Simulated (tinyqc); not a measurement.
Inside a calculation. Method: MP2 on RHF in the sto-3g basis, for OH-, spin multiplicity 1. The basis has no diffuse functions, so it cannot describe the extra electron: this is an exercise in the method, not the real anion. One step of it, computed by the program tinyqc.

Question. Iteration 1: building the Fock matrix. J_ij = sum D_kl (ij|kl), K_ij = sum D_kl (ik|jl); F = H + J - 0.5 K; E = tr D H + tr D J / 2 - 0.25 tr D K + E_nn.

D at the start, order 1O 1s, 1O 2s, 1O 2px, 1O 2py, 1O 2pz, 2H 1s:
```
[[2.081721, -0.334563, 0.000000, 0.000000, 0.119435, -0.180639],
 [-0.334563, 1.454210, 0.000000, 0.000000, -0.453836, 0.492681],
 [0.000000, 0.000000, 2.000000, 0.000000, 0.000000, 0.000000],
 [0.000000, 0.000000, 0.000000, 2.000000, 0.000000, 0.000000],
 [0.119435, -0.453836, 0.000000, 0.000000, 1.695962, 0.274323],
 [-0.180639, 0.492681, 0.000000, 0.000000, 0.274323, 0.287362]]
```

core Hamiltonian H = T + V (hartree), order 1O 1s, 1O 2s, 1O 2px, 1O 2py, 1O 2pz, 2H 1s:
```
[[-32.150318, -7.477742, 0.000000, 0.000000, -0.014541, -1.594116],
 [-7.477742, -8.773064, 0.000000, 0.000000, -0.172926, -3.337415],
 [0.000000, 0.000000, -6.940892, 0.000000, 0.000000, 0.000000],
 [0.000000, 0.000000, 0.000000, -6.940892, 0.000000, 0.000000],
 [-0.014541, -0.172926, 0.000000, 0.000000, -7.056970, -2.367185],
 [-1.594116, -3.337415, 0.000000, 0.000000, -2.367185, -4.609727]]
```

Two-electron integrals (ij|kl) in chemists' order, unique and non-zero (hartree):
```
(11|11) 4.785065   (21|11) 0.741380   (21|21) 0.136873   (22|11) 1.118947
(22|21) 0.256633   (22|22) 0.817206   (31|31) 0.024477   (32|31) 0.037809
(32|32) 0.180518   (33|11) 1.115814   (33|21) 0.256684   (33|22) 0.817023
(33|33) 0.880159   (41|41) 0.024477   (42|41) 0.037809   (42|42) 0.180518
(43|43) 0.047444   (44|11) 1.115814   (44|21) 0.256684   (44|22) 0.817023
(44|33) 0.785270   (44|44) 0.880159   (51|51) 0.024477   (52|51) 0.037809
(52|52) 0.180518   (53|53) 0.047444   (54|54) 0.047444   (55|11) 1.115814
(55|21) 0.256684   (55|22) 0.817023   (55|33) 0.785270   (55|44) 0.785270
(55|55) 0.880159   (61|11) 0.159135   (61|21) 0.029127   (61|22) 0.054244
(61|33) 0.054140   (61|44) 0.054140   (61|51) 0.001343   (61|52) 0.002512
(61|55) 0.054459   (61|61) 0.006279   (62|11) 0.381973   (62|21) 0.088681
(62|22) 0.312053   (62|33) 0.306795   (62|44) 0.306795   (62|51) 0.006649
(62|52) 0.050510   (62|55) 0.322273   (62|61) 0.019231   (62|62) 0.146765
(63|31) 0.009341   (63|32) 0.054153   (63|53) 0.010530   (63|63) 0.021068
(64|41) 0.009341   (64|42) 0.054153   (64|54) 0.010530   (64|64) 0.021068
(65|11) 0.272859   (65|21) 0.064176   (65|22) 0.241158   (65|33) 0.230183
(65|44) 0.230183   (65|51) 0.013564   (65|52) 0.091184   (65|55) 0.262841
(65|61) 0.014540   (65|62) 0.137767   (65|65) 0.148917   (66|11) 0.517250
(66|21) 0.122043   (66|22) 0.491970   (66|33) 0.472005   (66|44) 0.472005
(66|51) 0.011998   (66|52) 0.125085   (66|55) 0.531290   (66|61) 0.026711
(66|62) 0.289478   (66|65) 0.310290   (66|66) 0.774606
```

nuclear repulsion = 4.28050322 hartree

Give: Coulomb J; exchange K; Fock matrix F; total energy of this density.

Answer.

Coulomb J (hartree), order 1O 1s, 1O 2s, 1O 2px, 1O 2py, 1O 2pz, 2H 1s:
```
[[18.0651, 3.4342, 0.0000, 0.0000, -0.0115, 0.7300],
 [3.4342, 8.5613, 0.0000, 0.0000, -0.0200, 3.2155],
 [0.0000, 0.0000, 8.5465, 0.0000, 0.0000, 0.0000],
 [0.0000, 0.0000, 0.0000, 8.5465, 0.0000, 0.0000],
 [-0.0115, -0.0200, 0.0000, 0.0000, 8.5677, 2.4641],
 [0.7300, 3.2155, 0.0000, 0.0000, 2.4641, 5.0574]]
```

exchange K (hartree), order 1O 1s, 1O 2s, 1O 2px, 1O 2py, 1O 2pz, 2H 1s:
```
[[9.7773, 1.7159, 0.0000, 0.0000, 0.0087, 0.3737],
 [1.7159, 2.6752, 0.0000, 0.0000, -0.1336, 1.1579],
 [0.0000, 0.0000, 2.2857, 0.0000, 0.0000, 0.0000],
 [0.0000, 0.0000, 0.0000, 2.2857, 0.0000, 0.0000],
 [0.0087, -0.1336, 0.0000, 0.0000, 2.2426, 0.7820],
 [0.3737, 1.1579, 0.0000, 0.0000, 0.7820, 1.0973]]
```

Fock matrix F (hartree), order 1O 1s, 1O 2s, 1O 2px, 1O 2py, 1O 2pz, 2H 1s:
```
[[-18.9738, -4.9016, 0.0000, 0.0000, -0.0304, -1.0510],
 [-4.9016, -1.5493, 0.0000, 0.0000, -0.1261, -0.7008],
 [0.0000, 0.0000, 0.4628, 0.0000, 0.0000, 0.0000],
 [0.0000, 0.0000, 0.0000, 0.4628, 0.0000, 0.0000],
 [-0.0304, -0.1261, 0.0000, 0.0000, 0.3895, -0.2941],
 [-1.0510, -0.7008, 0.0000, 0.0000, -0.2941, -0.1010]]
```

total energy of this density = -73.694884 hartree
